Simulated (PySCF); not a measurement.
OSi, charge +1, quartet, geometry from GFN2-xTB of the parent state (a state made from the parent by changing its charge; the spin is typed, not shown lowest); BLYP/3-21G (PySCF).

PySCF was given this input:
```python
from pyscf import gto, scf, dft

mol = gto.Mole()
mol.atom = '''
    Si   -0.00000000   -0.00000000   -0.54026507
    O     0.00000000    0.00000000    0.94546388
'''
mol.basis = '3-21g'
mol.charge = 1
mol.spin = 3
mol.verbose = 5
mol.build()

mf = dft.ROKS(mol)
mf.xc = 'blyp'
mf.kernel()
```

**Question.** Write the output that PySCF gives for this input, abridged.

**Answer.** 
```
PySCF version 2.14.0

[INPUT] verbose = 5
[INPUT] max_memory = 4000
[INPUT] num. atoms = 2
[INPUT] num. electrons = 21
[INPUT] charge = 1
[INPUT] spin (= nelec alpha-beta = 2S) = 3
[INPUT] symmetry False subgroup None
[INPUT] Mole.unit = angstrom
[INPUT] Symbol           X                Y                Z      unit          X                Y                Z       unit  Magmom
[...]
[INPUT] ---------------- BASIS SET ----------------
[INPUT] l, kappa, [nprim/nctr], expnt,             c_1 c_2 ...
[INPUT] O
[...]
                                48.4308           0.3515
                                10.4206           0.707658
[...]
                                1.5762            1.22156
[...]
                                1.5762            0.853955
[...]
[INPUT] Si
[...]
                                137.336           0.386229
                                29.7601           0.67238
[...]
                                8.31729           0.10741
                                2.21645           0.951446
[...]
                                0.302422          1.25165
[...]
                                8.31729           0.457578
                                2.21645           0.607427
[...]
                                0.302422          0.956883
[...]
nuclear repulsion = 39.891426779454
number of shells = 12
number of NR pGTOs = 42
number of NR cGTOs = 22
basis = 3-21g
ecp = {}

******** <class 'pyscf.dft.roks.ROKS'> ********
method = ROKS
initial guess = minao
damping factor = 0
level_shift factor = 0
DIIS = <class 'pyscf.scf.diis.CDIIS'>
diis_start_cycle = 1
diis_space = 8
diis_damp = 0
SCF conv_tol = 1e-09
SCF conv_tol_grad = None
SCF max_cycles = 50
direct_scf = True
direct_scf_tol = 1e-13
num. doubly occ = 9  num. singly occ = 3
XC library pyscf.dft.libxc version 7.1.2
    S. Lehtola, C. Steigemann, M. J. T. Oliveira, and M. A. L. Marques,  SoftwareX 7, 1–5 (2018)
XC functionals = blyp
    A. D. Becke,  Phys. Rev. A 38, 3098 (1988)
    C. Lee, W. Yang, and R. G. Parr,  Phys. Rev. B 37, 785 (1988)
    B. Miehlich, A. Savin, H. Stoll, and H. Preuss,  Chem. Phys. Lett. 157, 200 (1989)
radial grids:
    Treutler-Ahlrichs [JCP 102, 346 (1995); DOI:10.1063/1.469408] (M4) radial grids

becke partition: Becke, JCP 88, 2547 (1988); DOI:10.1063/1.454033
pruning grids: <function nwchem_prune>
grids dens level: 3
symmetrized grids: False
atomic radii adjust function: <function treutler_atomic_radii_adjust>
small_rho_cutoff = 0
Set gradient conv threshold to 3.16228e-05
atom Si rad-grids = 80, ang-grids = [ 50  50  50  50  50  50  50  50  50  50  50  50  50  50  50  50  50  50
  50  50  50  50  50  86  86  86  86  86  86  86  86  86  86  86  86  86
 350 350 350 350 350 350 350 350 434 434 434 434 434 434 434 434 434 434
 434 434 434 434 434 434 434 434 350 350 350 350 350 350 350 350 350 350
 350 350 350 350 350 350 350 350]
atom O rad-grids = 75, ang-grids = [ 50  50  50  50  50  50  50  50  50  50  50  50  50  50  50  50  50  50
  50  50  50  50  50  86  86  86  86  86  86  86  86  86 266 266 266 266
 266 266 266 302 302 302 302 302 302 302 302 302 302 302 302 302 302 302
 302 302 302 302 302 266 266 266 266 266 266 266 266 266 266 266 266 266
 266 266 266]
tot_boxes 891, boxes in each direction [7 7 9]
Padding 2 grids
tot grids = 33264
nelec by numeric integration = [10.97666663 10.97666663]
E1 = -580.820187432475  E2 = 178.27774876767586  Ecoul = 207.56489270998867  Exc = -29.28714394231281
init E= -362.651011885345
cond(S) = 26.941288769578016

WARN: HOMO -0.0968436543723292 >= LUMO -0.0968436543723265

                  Roothaan           | alpha              | beta
  Highest 2-occ = -0.426503226372744 | -0.426503226372741 | -0.426503226372741
  Lowest 0-occ =  -0.0968436543723265 | -0.0968436543723261 | -0.0968436543723261
  1-occ =         -0.426503226372743 | -0.426503226372741 | -0.426503226372741
  1-occ =          -0.29266049001428 | -0.292660490014281 | -0.292660490014281
  1-occ =         -0.0968436543723292 | -0.0968436543723269 | -0.0968436543723269
  Roothaan mo_energy =
[-6.49549151e+01 -1.89167715e+01 -4.99721555e+00 -3.41919316e+00
 -3.41204341e+00 -3.41204341e+00 -1.02090990e+00 -4.97346236e-01
 -4.26503226e-01 -4.26503226e-01 -2.92660490e-01 -9.68436544e-02
 -9.68436544e-02  2.50480017e-02  2.69723791e-01  3.06035924e-01
  3.06035924e-01  4.35011202e-01  1.23507081e+00  1.23507081e+00
  1.33495400e+00  2.41673100e+00]
nelec by numeric integration = [12.00000048  9.00000018]
E1 = -572.25105147618  E2 = 170.2916475928442  Ecoul = 199.41975019298363  Exc = -29.128102600139414
cycle= 1 E= -362.067977103882  delta_E= 0.583  |g|= 0.43  |ddm|= 1.39
[...]
                  Roothaan           | alpha              | beta
  Highest 2-occ = -0.598713622804182 | -0.644423531767063 | -0.552192119936657
  Lowest 0-occ =  -0.383744239497726 | -0.414180221093252 |  -0.35595254051761
  1-occ =         -0.590879967772719 | -0.612838428670329 | -0.569268837244724
  1-occ =         -0.553865431788157 | -0.572383732287848 | -0.523422295165843
  1-occ =         -0.394989635723582 | -0.441147579155701 | -0.341126913310361
  Roothaan mo_energy =
[-6.56512192e+01 -1.88509057e+01 -5.61014553e+00 -4.03568489e+00
 -4.03514579e+00 -4.02764211e+00 -1.19963016e+00 -7.26342677e-01
 -5.98713623e-01 -5.90879968e-01 -5.53865432e-01 -3.94989636e-01
 -3.83744239e-01 -2.35781588e-01 -4.52678456e-02 -5.25898136e-03
  5.19192871e-03  1.33570096e-01  1.12209896e+00  1.13386319e+00
  1.25836498e+00  2.28323744e+00]
nelec by numeric integration = [12.00000027  9.00000003]
E1 = -570.9202948209513  E2 = 169.80292835935003  Ecoul = 198.47487188189805  Exc = -28.671943522548023
cycle= 2 E= -361.225939682147  delta_E= 0.842  |g|= 1.39  |ddm|= 1.72

WARN: HOMO -0.398987837163521 >= LUMO -0.405317082410698

                  Roothaan           | alpha              | beta
  Highest 2-occ = -0.713403047993125 |  -1.31195830751728 |  -1.20336036146692
[...]
  1.13974298e+00  2.18120243e+00]
nelec by numeric integration = [12.00000045  9.00000016]
E1 = -573.2697165741043  E2 = 171.24205164414434  Ecoul = 200.35812993766504  Exc = -29.116078293520697
cycle= 45 E= -362.136238150506  delta_E= 0.0122  |g|= 0.0267  |ddm|=    1

WARN: HOMO -0.372348618841039 >= LUMO -0.37994650924381

                  Roothaan           | alpha              | beta
  Highest 2-occ = -0.658170170001984 | -0.663085530943773 | -0.621141007894461
  Lowest 0-occ =   -0.37994650924381 | -0.408181070567634 | -0.329618567052367
  1-occ =         -0.656365177234902 | -0.725857886196126 | -0.610837434363901
  1-occ =         -0.584379370763905 | -0.622985570998407 | -0.546885404498316
  1-occ =         -0.372348618841039 | -0.413703611755682 |   -0.3566251440056
  Roothaan mo_energy =
[-6.54057626e+01 -1.91079496e+01 -5.42015632e+00 -3.84443011e+00
 -3.83891066e+00 -3.83472845e+00 -1.27906449e+00 -7.23648710e-01
 -6.58170170e-01 -6.56365177e-01 -5.84379371e-01 -3.79946509e-01
 -3.72348619e-01 -2.23337209e-01  8.40266934e-03  4.31788394e-02
  4.61894834e-02  1.50893442e-01  1.01703102e+00  1.01919361e+00
  1.13972928e+00  2.18117878e+00]
nelec by numeric integration = [12.00000045  9.00000016]
E1 = -573.2890943214867  E2 = 171.25106087902512  Ecoul = 200.36661824020499  Exc = -29.115557361179867
cycle= 46 E= -362.146606663008  delta_E= -0.0104  |g|= 0.033  |ddm|= 1.22
[...]
                  Roothaan           | alpha              | beta
  Highest 2-occ = -0.664278833836448 | -0.724370405322657 | -0.600957553958992
  Lowest 0-occ =  -0.371607031257501 | -0.401380666702289 | -0.348178940344615
  1-occ =         -0.653342686773088 | -0.665874494029498 | -0.632783507534542
  1-occ =         -0.584955990999532 | -0.622478597789453 | -0.546113472581178
  1-occ =         -0.382068499075258 | -0.419306523409811 | -0.336293217250775
  Roothaan mo_energy =
[-6.54069962e+01 -1.91097319e+01 -5.42110271e+00 -3.84539952e+00
 -3.83960384e+00 -3.83595439e+00 -1.28065753e+00 -7.24956604e-01
 -6.64278834e-01 -6.53342687e-01 -5.84955991e-01 -3.82068499e-01
 -3.71607031e-01 -2.23896106e-01  8.20040382e-03  4.27745992e-02
  4.59655629e-02  1.50184254e-01  1.01254665e+00  1.02085226e+00
  1.13832510e+00  2.17968283e+00]
nelec by numeric integration = [12.00000045  9.00000017]
E1 = -573.302275713316  E2 = 171.27737939383886  Ecoul = 200.39713070910028  Exc = -29.119751315261414
cycle= 47 E= -362.133469540023  delta_E= 0.0131  |g|= 0.041  |ddm|= 1.14

WARN: HOMO -0.37169311658781 >= LUMO -0.381850120370657

                  Roothaan           | alpha              | beta
  Highest 2-occ = -0.663724355999824 |  -0.66275750318477 | -0.618175832769927
  Lowest 0-occ =  -0.381850120370657 | -0.404553601219931 | -0.330114238075237
  1-occ =         -0.653244685370826 | -0.722508897401527 | -0.612851974873474
  1-occ =         -0.584860674479785 | -0.622237401500274 | -0.545945261641111
  1-occ =          -0.37169311658781 | -0.416609749314017 | -0.353935740314237
  Roothaan mo_energy =
[-6.54069086e+01 -1.91089939e+01 -5.42101003e+00 -3.84531080e+00
 -3.83935925e+00 -3.83601317e+00 -1.28034305e+00 -7.24727878e-01
 -6.63724356e-01 -6.53244685e-01 -5.84860674e-01 -3.81850120e-01
 -3.71693117e-01 -2.23788635e-01  8.23653813e-03  4.29923541e-02
  4.58512903e-02  1.50310043e-01  1.01338848e+00  1.02063555e+00
  1.13859273e+00  2.17998885e+00]
nelec by numeric integration = [12.00000045  9.00000017]
E1 = -573.3330990957909  E2 = 171.29305970257101  Ecoul = 200.41647622865315  Exc = -29.12341652608213
cycle= 48 E= -362.148612613766  delta_E= -0.0151  |g|= 0.0564  |ddm|= 1.22

WARN: HOMO -0.371043937173317 >= LUMO -0.38198798106675

                  Roothaan           | alpha              | beta
  Highest 2-occ = -0.663737277912249 | -0.659704482093108 | -0.624817815690941
  Lowest 0-occ =   -0.38198798106675 | -0.400238502099198 | -0.359441587965776
  1-occ =         -0.651661359728375 | -0.716034408249731 | -0.596213204377753
  1-occ =         -0.584542927122275 | -0.621723612344066 | -0.545330220340863
  1-occ =         -0.371043937173317 | -0.420873415277532 | -0.324558825656766
  Roothaan mo_energy =
[-6.54063414e+01 -1.91078786e+01 -5.42059591e+00 -3.84486569e+00
 -3.83936024e+00 -3.83518513e+00 -1.27956778e+00 -7.24173311e-01
 -6.63737278e-01 -6.51661360e-01 -5.84542927e-01 -3.81987981e-01
 -3.71043937e-01 -2.23526075e-01  8.34422063e-03  4.29226882e-02
  4.61924001e-02  1.50620396e-01  1.01399115e+00  1.02151039e+00
  1.13922855e+00  2.18072932e+00]
nelec by numeric integration = [12.00000045  9.00000017]
E1 = -573.3263918762341  E2 = 171.28726884808322  Ecoul = 200.41039910437112  Exc = -29.12313025628792
cycle= 49 E= -362.147696248697  delta_E= 0.000916  |g|= 0.0564  |ddm|= 0.179

WARN: HOMO -0.369326815619192 >= LUMO -0.384538044798196

                  Roothaan           | alpha              | beta
  Highest 2-occ = -0.665415378725897 |  -0.66268853305519 | -0.626645266946035
  Lowest 0-occ =  -0.384538044798196 | -0.403219392325777 |  -0.35876033879268
  1-occ =          -0.65152382696124 | -0.712765407157354 | -0.593971774143947
  1-occ =         -0.585069238726604 | -0.621917941388373 |  -0.54555369027217
  1-occ =         -0.369326815619192 | -0.418179895372103 | -0.325713511129723
  Roothaan mo_energy =
[-6.54077544e+01 -1.91091502e+01 -5.42165146e+00 -3.84595356e+00
 -3.83991590e+00 -3.83677724e+00 -1.28037117e+00 -7.24760203e-01
 -6.65415379e-01 -6.51523827e-01 -5.85069239e-01 -3.84538045e-01
 -3.69326816e-01 -2.23869605e-01  8.07943675e-03  4.29408583e-02
  4.56483644e-02  1.50162928e-01  1.01319042e+00  1.02094770e+00
  1.13863733e+00  2.17999725e+00]
nelec by numeric integration = [12.00000045  9.00000017]
E1 = -573.3434863698284  E2 = 171.30313011067986  Ecoul = 200.42855402535193  Exc = -29.12542391467207
cycle= 50 E= -362.148929479695  delta_E= -0.00123  |g|= 0.0616  |ddm|= 0.265
SCF not converged.
SCF energy = -362.148929479695
```

Convergence was not reached.
